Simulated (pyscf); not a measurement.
`[NH2][Ti]([NH2])([NH2])[OH]` + `[H]` [doublet] → `[NH][Ti]([NH2])([NH2])[OH]` [doublet] + `[H][H]` (hydrogen abstraction; doublet surface; H–N broken, H–H formed). Optimised with ωB97X-D3(BJ)/def2-SVP in PySCF. Energies in kcal/mol from the separated reactants.

| level | barrier | reaction energy |
|---|---|---|
| r²SCAN/def2-TZVP | 9.3 | +2.9 |
| B3LYP-D3(BJ)/def2-TZVP | 10.0 | +2.7 |
| PBE0-D3(BJ)/def2-TZVP | 14.1 | +8.4 |
| M06-2X/def2-TZVP | ? | ? |
| ωB97M-D3(BJ)/def2-TZVP | ? | +8.3 |
| HF/def2-TZVP | 27.2 | +5.5 |

Task: Some entries are withheld; supply them.

Result: 
- M06-2X/def2-TZVP, barrier: 18.8
- M06-2X/def2-TZVP, reaction energy: +9.4
- ωB97M-D3(BJ)/def2-TZVP, barrier: 16.6

The functionals in the table span 9.5 kcal/mol in this barrier, from r²SCAN to M06-2X. This is the saddle that the search found; another between the same sides may lie lower. The angle at the transferred H is 160°. Open-shell species with a d-block atom are single-reference here; other states, and whether the spin sits on metal or ligand, were not checked.
